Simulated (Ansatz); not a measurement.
A made-up structure of AlSiH4F, closed shell:

```json
{"atom": "F1", "x (Å)": "-2.2023", "y (Å)": "0.1903", "z (Å)": "0.0499"}
{"atom": "Si2", "x (Å)": "-0.7967", "y (Å)": "-0.2100", "z (Å)": "-0.6325"}
{"atom": "Al3", "x (Å)": "1.1091", "y (Å)": "0.2823", "z (Å)": "0.8561"}
{"atom": "H4", "x (Å)": "-0.8791", "y (Å)": "-1.6584", "z (Å)": "-0.9823"}
{"atom": "H5", "x (Å)": "-0.7114", "y (Å)": "0.5347", "z (Å)": "-1.9228"}
{"atom": "H6", "x (Å)": "-2.7174", "y (Å)": "0.7651", "z (Å)": "0.5319"}
{"atom": "H7", "x (Å)": "2.5719", "y (Å)": "-0.0556", "z (Å)": "0.3353"}
```

It is relaxed with PBE-D4/def2-SVP and then PBE0-D4/def2-TZVP (Ansatz 0.2.0). Atoms count as bonded within 1.22 times the sum of their covalent radii (H–H: 0.88 Å). The end point is not checked to be a true minimum.

Question: Does its bonding change? (Judge from chemistry; the calculation decides.)

Answer: The calculation gives: Yes. Formed: Al3–H6; broken: F1–H6.

Where it ends: The first stage lowers the energy by 5.49 eV in 21 steps. It ends as AlSiH₄F ([F][SiH2][AlH2]):
F1  (-2.669, 0.012, -0.761)
Si2  (-1.115, -0.309, -1.052)
Al3  (0.320, 0.367, 0.838)
H4  (-1.019, -1.770, -1.339)
H5  (-0.753, 0.397, -2.315)
H6  (-0.276, 1.033, 2.149)
H7  (1.885, 0.118, 0.715)
(Å)

Labels in which every atom is bracketed show which atoms are joined, not bond orders.

For scale, one of the runs: PBE0-D4/def2-TZVP relaxation, 129 basis functions, launched by `ansatz run in.yaml --threads 2 --pin off --events-out ev --progress --plain --max-ram 4352MiB`. The run took about 27 s on 2 CPU threads of an Arm Neoverse V2 (shared host).
